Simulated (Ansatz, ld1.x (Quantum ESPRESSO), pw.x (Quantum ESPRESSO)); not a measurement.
Al (Z = 13): does the ultrasoft potential hold in the solid?

ld1.x (Quantum ESPRESSO) 7.5 input, shortened:

```
&input
   title='Al', zed=13., rel=1, dft='PBE', iswitch=3,
   config='[Ne] 3s2 3p1 3d-2'
 /
 &inputp
   pseudotype=3, tm=.true., lloc=2,
   nlcc=.false.,
   which_augfun='PSQ', rmatch_augfun_nc=.true.
 /
5
3S  1  0   2.00   0.00  1.45  1.90  0.0
3S  1  0   0.00   4.60  1.45  1.90  0.0
3P  2  1   1.00   0.00  1.60  1.80  0.0
3P  2  1   0.00   0.50  1.60  1.80  0.0
3D  3  2  -2.00   0.45  1.55  1.55  0.0
 &test
   configts(1)='3s2 3p1'
 /
```

Atomic tests: cutoffs needed: 8 Ry and 12 Ry (the cutoffs (Ry, on a coarse ladder) from which the occupation-weighted sum of valence levels, in a spherical-Bessel basis at the reference potential, stays within 10 and 1 mRy of its value at 400 Ry); ghost test: ghost state, extra bound levels that the all-electron valence spectrum of the same l lacks: p at -2.62 eV; a true bound ghost makes a file unfit for plane-wave use (spherical-Bessel basis up to 400 Ry, 20 bohr box); largest excitation error: +34 meV (all-electron minus pseudo) for 3s0 3p3, out of 7 test configurations.

Crystal test: fcc Al in pw.x 7.5, no spin, 14³ k-points, Fermi–Dirac smearing 0.01 Ry, cutoffs 40/320 Ry. The reference is all-electron LAPW (Ansatz 0.2.0) with the same functional, mesh and smearing; V0 and B0 come from Birch–Murnaghan fits to the pressures at five volumes. Errors are pseudo minus all-electron; Δ is the rms difference of the E(V) curves that follow from these fits, minima aligned, over ±6 % about the mean V0. Mesh and smearing are coarse, so the numbers serve the comparison and aren't converged zero-temperature values; the lattice is a test structure that the element need not adopt.

```csv
V (Å³/atom),P all-electron (GPa),P pseudo (GPa)
15.701,4.22,5.24
16.114,1.87,2.84
16.527,-0.17,0.74
16.940,-1.94,-1.09
17.353,-3.46,-2.69
```

All-electron: a0 = 4.040 Å (V0 = 16.49 Å³/atom), B0 = 76.6 GPa.

Pseudopotential: mean pressure error (GPa): +0.90; a0 (Å): 4.057; a0 error (%): +0.40; B0 error (%): -2.0; Δ (meV/atom): 3.2. Note: ghost state, extra bound levels that the all-electron valence spectrum of the same l lacks: p at -2.62 eV. A true bound ghost makes a file unfit for plane-wave use.

**Question.** At the middle volume, how do free energy and pressure move when the wave cutoff is lowered (ecutrho held at 320 Ry)?

**Answer.**

```csv
cutoff (Ry),shift of F (meV/atom),shift of P (GPa)
18,+24.3,+0.22
24,+12.0,+0.06
32,+4.1,-0.03
```

The run at the middle volume (104 k-points, 6 iterations) took about 6.1 s on one core of a shared host (Neoverse-V1, 32 threads, 247 GiB, load 20).
